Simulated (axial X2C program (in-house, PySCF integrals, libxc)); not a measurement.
**Which molecule has these constants?**

All values come from calculations with an axial X2C code built on PySCF integrals, spin-free (one-electron X2C) or two-component (2c: spin–orbit coupling with atomic mean-field Coulomb and Gaunt terms, which also bring small scalar terms), in Dyall basis sets with cores contracted in-house; open shells are unrestricted.

A two-component PBE0 calculation in a Dyall 3-zeta basis gave Re = 1.620 Å, ωe = 1139.8 cm⁻¹, De = 4.92 eV, Ω = 2.

Question: Which molecule is it?
A. CS⁺
B. CCl⁺
C. AlC⁺
D. PC⁺
E. SiC⁺

Answer: D. The others have SiC⁺ 1.823 Å and 836.5 cm⁻¹ (Ω = 3/2); CS⁺ 1.487 Å and 1432.7 cm⁻¹ (Ω = 1/2); CCl⁺ 1.539 Å and 1198.4 cm⁻¹ (Ω = 0); AlC⁺ 1.939 Å and 615.0 cm⁻¹ (Ω = 1).

Each entry is the lowest single determinant of a limited PBE0 search at one distance. De goes to single-determinant-based atoms at the same level (for ions the charge split of lowest energy) and is withheld (n/a) where an atom does not fit its ground term or J level. Main or longest-lived isotopes. One determinant is a doubtful description, or other states lie close, for PC⁺, SiC⁺, CS⁺, AlC⁺; these need not be ground states, and all values refer to the states named. Some open-shell Ω = 0 determinants are out of reach, so the Ω given for PC⁺, AlC⁺ need not be the lowest component. With several unpaired electrons the Ω given is that of one determinant, not necessarily of the lowest component. Some light 2c atoms are not at their ground J level, so De misses part of their lowering (0.04 eV or less). The functionals have no current term, which raises determinants with orbital currents.
